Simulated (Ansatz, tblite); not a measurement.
# The cluster V3: a ladder of methods and basis sets

How do method and basis change the picture of the cluster V3 (doublet)?

Method: as each input shows; program: Ansatz 0.2.0, Gaussian basis.

The runs, in order: GFN1-xTB, GFN2-xTB, PBE-D4/def2-TZVP, r2SCAN-D4/def2-TZVP, r2SCANh-D4/def2-TZVP, LDA/def2-TZVP, HF/def2-TZVP, CAM-B3LYP-D4/def2-TZVP, revPBE-D4/def2-TZVP, PBE-D4/def2-SVP, PBE0-D4/def2-SVP, HF/STO-3G, HF/6-31G, B3LYP-D4/6-31G, PBE0-D4/def2-TZVPD, PBE-D4/def2-TZVPD, r2SCAN-D4/def2-TZVPD, RPA/def2-TZVP.

2 further runs of the same task are left out: 2 for a known fault of the program.

## 1. The geometry

The geometry is that of the doublet, from an earlier relaxation (PBE-D4/def2-TZVP). At that level it is the lowest of the isomers that a small search found.

3 atoms, charge 0, spin multiplicity 2.

Bond lengths: V1–V2 1.763 Å, V1–V3 2.208 Å, V2–V3 2.211 Å. Angles: V2–V1–V3 66.6°, V1–V2–V3 66.4°, V1–V3–V2 47.0°.

As a file:

```
V     0.2684    0.6193   -0.8809
V     0.8226   -0.7414    0.0945
V    -1.0911    0.1221    0.7865
```

No spin-orbit coupling is included.

PBE0-D4/def2-TZVP was run before; its log isn't repeated, and its numbers join the tables.

## 2. GFN1-xTB

Tight binding, by tblite at 300 K electronic temperature and without a spin-polarisation term:

```python
tblite.interface.Calculator('GFN1-xTB', numbers, positions, charge=0, uhf=1).singlepoint()
```

Energy -106.5879 eV; 0.004 s.

## 3. GFN2-xTB

Tight binding, by tblite at 300 K electronic temperature and without a spin-polarisation term:

```python
tblite.interface.Calculator('GFN2-xTB', numbers, positions, charge=0, uhf=1).singlepoint()
```

Energy -149.1970 eV; 0.003 s.

## 4. PBE-D4/def2-TZVP

start.molden holds the orbitals of an earlier run on this state, given as this run's starting guess.

in.yaml

```yaml
crystal:
  periodic: [false, false, false]
  atoms:
    - {symbol: V, position_ang: [0.268426, 0.619286, -0.880946]}
    - {symbol: V, position_ang: [0.822620, -0.741356, 0.094459]}
    - {symbol: V, position_ang: [-1.091055, 0.122070, 0.786497]}
basis:
  gaussian: {orbitals: def2-TZVP, initial_orbitals: start.molden}
magnetization: {spin_polarized: true, initial_magnetization: 1}
hamiltonian: {xc: pbe, dispersion: d4}
scf: {omitted_lower_state_checks: [starts]}
output: {orbitals: {seedname: orbitals}}
```

Started as:

```console
ansatz run in.yaml --threads 2 --pin off --events-out ev --progress --plain --max-ram 4352MiB
```

After this run come: r2SCAN-D4/def2-TZVP; r2SCANh-D4/def2-TZVP; LDA/def2-TZVP; HF/def2-TZVP; CAM-B3LYP-D4/def2-TZVP; revPBE-D4/def2-TZVP; PBE-D4/def2-SVP; PBE0-D4/def2-SVP; HF/STO-3G; HF/6-31G; B3LYP-D4/6-31G; PBE0-D4/def2-TZVPD; PBE-D4/def2-TZVPD; r2SCAN-D4/def2-TZVPD; RPA/def2-TZVP.

**Question.** What will the summary of the whole plan be? Wanted: gap in def2-TZVP, named functionals and Hartree-Fock, smallest and largest; binding an atom, CAM-B3LYP-D4/def2-TZVP; ⟨S²⟩ in def2-TZVP, named functionals and Hartree-Fock, smallest and largest; PBE0 total energy, smallest basis above largest.

As calculated:

```
                                                                   quantity                            value
 gap in def2-TZVP, named functionals and Hartree-Fock, smallest and largest      0.38 eV (LDA), 5.29 eV (HF)
                                    binding an atom, CAM-B3LYP-D4/def2-TZVP                          0.42 eV
⟨S²⟩ in def2-TZVP, named functionals and Hartree-Fock, smallest and largest                     1.097, 6.051
                            PBE0 total energy, smallest basis above largest  10.68 eV (def2-SVP, def2-TZVPD)
```

What this shows: Orbital gaps of the named functionals and Hartree-Fock in def2-TZVP span 0.38 eV (LDA) to 5.29 eV (HF); exact exchange widens it. Over the named functionals and Hartree-Fock in def2-TZVP spin contamination reaches 5.30 (HF), and every level is far from pure, so all describe a mixture with higher spin.
